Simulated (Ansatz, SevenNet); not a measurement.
**Ladder of methods for the elastic constant C12 of zinc-blende InSb**

Reference value: 37.9 GPa (measured, low temperature, and its 300 K set is 66.7, 36.5, 30.2 (Ioffe); as tabulated in Buckeridge et al. (2019), arXiv:1907.13063).

```json
[
 {"level (code)": "SevenNet-0", "value (GPa)": "31.3", "cell (Å³/atom)": "36.51", "difference (%)": "-17.4"},
 {"level (code)": "LDA (Ansatz)", "value (GPa)": "36.6", "cell (Å³/atom)": "33.54", "difference (%)": "-3.4"},
 {"level (code)": "PBE (Ansatz)", "value (GPa)": "27.9", "cell (Å³/atom)": "36.51", "difference (%)": "-26"},
 {"level (code)": "PBE-D3(BJ) (Ansatz)", "value (GPa)": "32.8", "cell (Å³/atom)": "35.03", "difference (%)": "-13.5"},
 {"level (code)": "r²SCAN+rVV10 (Ansatz)", "value (GPa)": "36.1", "cell (Å³/atom)": "34.66", "difference (%)": "-4.7"}
]
```

Once the reference is moved by up to 5.0 % (a margin picked here for doubts on the reference and the settings, and for temperature and zero-point motion) and values within 1.7 % count as equal, the nearest can be LDA (-3.4 %) or r²SCAN+rVV10 (-4.7 %). Farthest off among them: PBE (-26 %).

The reference isn't brought to a static lattice, while the calculations are for one, so the differences are not the levels' errors alone.  LDA, PBE, PBE-D3(BJ): the solid has no gap at this level, which affects its response. PBE-D3(BJ): the dispersion coefficients are held fixed in the derivatives. Each level is taken at its own relaxed cell. Cutoffs differ between the levels. Ansatz's density-functional and Hartree–Fock values are scalar-relativistic unless marked +SOC, with PAW data made under PBE.

Machine-learned potentials (SevenNet-0) are trained on DFT data: a solid inside that data is no test of them.

Differences are worked out from the printed values.

Ansatz is a first-principles code.
